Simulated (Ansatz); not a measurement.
# AlNH₃ radical (SMILES [NH][AlH2]): one structure at several levels

The task here is to estimate one member of a computed series from the others.

Method: single points in def2-TZVPP; program: Ansatz 0.2.0, Gaussian basis.

Cores are frozen in the correlated methods. Orbitals are unrestricted.

## Where the work starts

SMILES `[NH][AlH2]`, 5 atoms, charge 0, spin multiplicity 2.

Atoms are counted from 1 here; the program's logs count them from 0.

Bond lengths: N1–Al2 1.716 Å, N1–H3 1.004 Å, Al2–H4 1.616 Å, Al2–H5 1.535 Å. Angles: Al2–N1–H3 175.5°, N1–Al2–H4 124.7°, N1–Al2–H5 128.0°, H4–Al2–H5 107.3°.

Coordinates:

```
N     0.49960   -0.78730    0.76560
Al   -0.20220    0.33960   -0.32170
H     0.97520   -1.44470    1.35720
H    -1.43060    0.01410   -1.31940
H     0.16670    1.81610   -0.51940
```

Set-up of the first run:

File run/in.yaml:

```yaml
crystal:
  periodic: [false, false, false]
  atoms:
    - {symbol: N, position_ang: [0.499600, -0.787300, 0.765600]}
    - {symbol: Al, position_ang: [-0.202200, 0.339600, -0.321700]}
    - {symbol: H, position_ang: [0.975200, -1.444700, 1.357200]}
    - {symbol: H, position_ang: [-1.430600, 0.014100, -1.319400]}
    - {symbol: H, position_ang: [0.166700, 1.816100, -0.519400]}
basis:
  gaussian: {orbitals: def2-TZVPP}
magnetization: {spin_polarized: true, initial_magnetization: 1}
correlation: {method: ccsd_t}
scf: {omitted_lower_state_checks: [cluster_reference]}
output: {forces: true}
```

No record of the launch command was kept for these runs.

Among the steps run: CCSD(T)/def2-TZVPP; PBE0-D4/def2-TZVPP; wB97M-V/def2-TZVPP; r2SCAN-D4/def2-TZVPP; PBE-D4/def2-TZVPP; HSE06-D4/def2-TZVPP; revPBE-D4/def2-TZVPP.

One table of the session follows, with a row left open; its other results are not shown here.

```
   method  RMS force component (eV/Å)  angle to CCSD(T) forces (°)  dipole (D)
  CCSD(T)                       0.614                    reference        1.68
  PBE0-D4                       0.514                          9.7        1.49
  wB97M-V                       0.583                          4.9        1.61
r2SCAN-D4                       0.502                         10.8        1.45
   PBE-D4                           ?                            ?           ?
 HSE06-D4                       0.512                         10.0        1.49
revPBE-D4                       0.493                         20.9        1.22
```

Estimate the missing values for PBE-D4.

The run gave: RMS force component (eV/Å): 0.453; angle to CCSD(T) forces (°): 26.7; dipole (D): 1.15. In the column «RMS force component (eV/Å)» it is the lowest.
